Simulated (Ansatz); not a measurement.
# C₄H₁₀ (singlet): wave-function methods side by side, STO-3G

One table from this session's results is given with a row withheld; the runs are named, their logs left out.

Program: Ansatz 0.2.0, Gaussian basis. Level of theory: STO-3G, core rule «outside noble gas», up to 4 orbitals frozen. These are calculated values, not measurements.

Plan: UHF; CCSD(T) on RHF; BCCD(T) on RHF; CISD; CCSDT(Q) on RHF; CISDTQ; CCSDTQ on RHF; CASSCF and MRCISD+Q, 8 electrons in 8 orbitals; CASSCF and NEVPT2, 8 electrons in 8 orbitals.

15 further runs of the same task are left out: 2 that didn't finish, 13 set aside as unsound or not needed.

## What is computed

The geometry is an MP2(full)/6-31G* stationary point (not a proven minimum).

14 atoms, charge 0, spin multiplicity 1.

Atoms are counted from 1 here; the program's logs count them from 0.

Bond lengths: C1–H2 1.098 Å, C1–C3 1.526 Å, C1–C7 1.526 Å, C1–C11 1.526 Å, C3–H4 1.095 Å, C3–H5 1.094 Å, C3–H6 1.094 Å, C7–H8 1.095 Å, C7–H9 1.094 Å, C7–H10 1.094 Å, C11–H12 1.095 Å, C11–H13 1.094 Å, C11–H14 1.094 Å. Angles: H2–C1–C3 108.1°, H2–C1–C7 108.1°, H2–C1–C11 108.1°, C3–C1–C7 110.8°, C3–C1–C11 110.8°, C7–C1–C11 110.8°, C1–C3–H4 110.4°, C1–C3–H5 111.3°, C1–C3–H6 111.3°, H4–C3–H5 107.9°, H4–C3–H6 107.9°, H5–C3–H6 108.0°, C1–C7–H8 110.4°, C1–C7–H9 111.3°, C1–C7–H10 111.3°, H8–C7–H9 107.9°, H8–C7–H10 107.9°, H9–C7–H10 108.0° and more.

Geometry (Å):

```xyz
14

C     0.00000    0.00000    0.36790
H     0.00000    0.00000    1.46622
C     0.00000    1.45029   -0.10529
H     0.00000    1.49400   -1.19990
H    -0.88548    1.98470    0.25224
H     0.88548    1.98470    0.25224
C     1.25599   -0.72515   -0.10529
H     1.29384   -0.74700   -1.19990
H     2.16154   -0.22550    0.25224
H     1.27605   -1.75920    0.25224
C    -1.25599   -0.72515   -0.10529
H    -1.29384   -0.74700   -1.19990
H    -1.27605   -1.75920    0.25224
H    -2.16154   -0.22550    0.25224
```

The first run:

Input file in.yaml:

```yaml
crystal:
  periodic: [false, false, false]
  atoms:
    - {symbol: C, position_ang: [0.000000, 0.000000, 0.367895]}
    - {symbol: H, position_ang: [0.000000, 0.000000, 1.466215]}
    - {symbol: C, position_ang: [0.000000, 1.450290, -0.105288]}
    - {symbol: H, position_ang: [0.000000, 1.493997, -1.199901]}
    - {symbol: H, position_ang: [-0.885482, 1.984695, 0.252243]}
    - {symbol: H, position_ang: [0.885482, 1.984695, 0.252243]}
    - {symbol: C, position_ang: [1.255988, -0.725145, -0.105288]}
    - {symbol: H, position_ang: [1.293839, -0.746998, -1.199901]}
    - {symbol: H, position_ang: [2.161537, -0.225498, 0.252243]}
    - {symbol: H, position_ang: [1.276055, -1.759197, 0.252243]}
    - {symbol: C, position_ang: [-1.255988, -0.725145, -0.105288]}
    - {symbol: H, position_ang: [-1.293839, -0.746998, -1.199901]}
    - {symbol: H, position_ang: [-1.276055, -1.759197, 0.252243]}
    - {symbol: H, position_ang: [-2.161537, -0.225498, 0.252243]}
basis:
  gaussian: {orbitals: STO-3G}
magnetization: {spin_polarized: true, initial_magnetization: 0}
hamiltonian: {xc: hf}
output: {orbitals: {seedname: orbitals}}
```

On the command line:

```console
ansatz run in.yaml --threads 1 --pin off --events-out ev --progress --plain --max-ram 3956MiB --backend cpu
```

Among the steps run: UHF; CCSD(T) on RHF; BCCD(T) on RHF; CISD; CCSDT(Q) on RHF; CISDTQ; CCSDTQ on RHF; CASSCF and MRCISD+Q, 8 electrons in 8 orbitals; CASSCF and NEVPT2, 8 electrons in 8 orbitals.

One of the session's tables, all rows but one given; the rest of the session is left out.

| method | from RCCSDTQ (meV) |
| --- | --- |
| RHF | +7691.1 |
| RMP2 | +1991.0 |
| CISD | +879.7 |
| RCCSD | +55.6 |
| RCCSD(T) | +16.5 |
| BCCD(T) | +16.5 |
| RCCSDT | +7.0 |
| CISDTQ | +63.2 |
| RCCSDT(Q) | ? |
| RCCSDTQ | 0 |
| CASSCF frontier | +5635.5 |
| NEVPT2 frontier | +1486.1 |
| MRCISD frontier | +500.0 |
| MRCISD+Q frontier | +16.1 |

**Question.** Estimate the row for RCCSDT(Q).

**Answer.** from RCCSDTQ (meV): +1.0. In the column «from RCCSDTQ (meV)» it lies between RCCSDTQ (0) and RCCSDT (+7.0).
